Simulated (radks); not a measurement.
**O²⁺ in [He] 2p2 3p2: an all-electron calculation**

The task here is to estimate one member of a computed series from the others.

Program: radks (a radial shooting solver on a logarithmic mesh, Libxc functionals) version 1. Level of theory: Dirac Kohn-Sham, PBE, spin-unpolarised, spherical densities, finite nucleus; open shells fill j = l - 1/2 first. These are calculated values, not measurements, unless marked.

**Starting point**

| Item | Value |
| --- | --- |
| element | oxygen (Z = 8) |
| charge | +2 |
| electrons | 6 |
| configuration | [He] 2p2 3p2 |
| nuclear rms radius | 2.6991 fm |

The first run:

Settings of this run:

```text
Z 8
configuration [He] 2p2 3p2 2s0 3d0
relativity Dirac
functional pbe,pbe
spin unpolarised
j_filling energy
nucleus finite rms 2.6991 fm
c 137.035999084
```

One of the session's tables, all rows but one given; the rest of the session is left out.

It belongs to the step «Radial structure». From the orbitals of this run (lengths in bohr):

```
level     <r>  outermost maximum (interpolated)  90 % within
1s1/2  0.1988                             0.129        0.356
2s1/2  0.9549                             0.793         1.48
2p1/2  0.8862                             0.682         1.45
2p3/2  0.8871                             0.683         1.45
3p1/2       ?                                 ?            ?
3p3/2   2.780                              2.53         4.12
3d3/2   2.710                              2.30         4.18
3d5/2   2.710                              2.30         4.18
```

**Question.** Estimate the row for 3p1/2.

The run gave: <r>: 2.778; outermost maximum (interpolated): 2.52; 90 % within: 4.12. In the column «<r>» it lies between 3d5/2 (2.710) and 3p3/2 (2.780).
